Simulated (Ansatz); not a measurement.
# Si₂C (singlet): the correlation ladder, cc-pVDZ

One table from this session's results is given with a row withheld; the runs are named, their logs left out.

Program: Ansatz 0.2.0, Gaussian basis. Level of theory: cc-pVDZ, core rule «outside noble gas», up to 11 orbitals frozen. These are calculated values, not measurements.

The runs, in order: UHF; CCSD(T) on RHF; BCCD(T) on RHF; CISD; CCSDT(Q) on RHF; CCSDTQ on RHF; CASSCF and MRCISD+Q, 12 electrons in 12 orbitals; CASSCF and NEVPT2, 12 electrons in 12 orbitals.

1 further run of the same task is left out (set aside as unsound or not needed).

### What is computed

The geometry is a PBE0/def2-TZVP stationary point (not a proven minimum).

3 atoms, charge 0, spin multiplicity 1.

Atoms are counted from 1 here; the program's logs count them from 0.

Bond lengths: Si1–C2 1.686 Å, C2–Si3 1.686 Å. Angles: Si1–C2–Si3 180.0°.

Set-up of the first run:

File in.yaml:

```yaml
crystal:
  periodic: [false, false, false]
  atoms:
    - {symbol: Si, position_ang: [0.000000, 0.000000, 1.685600]}
    - {symbol: C, position_ang: [0.000000, 0.000000, 0.000000]}
    - {symbol: Si, position_ang: [0.000000, 0.000000, -1.685600]}
basis:
  gaussian: {orbitals: cc-pVDZ}
magnetization: {spin_polarized: true, initial_magnetization: 0}
hamiltonian: {xc: hf}
output: {orbitals: {seedname: orbitals}}
```

Run with:

```
> ansatz run in.yaml --threads 1 --pin off --events-out ev --progress --plain --max-ram 2816MiB --backend cpu
```

Among the steps run: UHF; CCSD(T) on RHF; BCCD(T) on RHF; CISD; CCSDT(Q) on RHF; CCSDTQ on RHF; CASSCF and MRCISD+Q, 12 electrons in 12 orbitals; CASSCF and NEVPT2, 12 electrons in 12 orbitals.

One of the session's tables, all rows but one given; the rest of the session is left out.

It belongs to the step «Misses and costs». 

| method | from RCCSDTQ (kcal/mol) |
| --- | --- |
| RHF | +203.79 |
| RMP2 | +28.29 |
| CISD | +36.49 |
| RCCSD | +14.50 |
| RCCSD(T) | ? |
| BCCD(T) | +1.79 |
| RCCSDT | +1.37 |
| RCCSDT(Q) | -0.07 |
| RCCSDTQ | 0 |
| CASSCF valence | +109.95 |
| NEVPT2 valence | +27.53 |
| MRCISD valence | +10.44 |
| MRCISD+Q valence | +1.31 |

Q: Estimate the row for RCCSD(T) from the others.

**Answer.** from RCCSDTQ (kcal/mol): +1.94. In the column «from RCCSDTQ (kcal/mol)» it lies between BCCD(T) (+1.79) and MRCISD valence (+10.44).
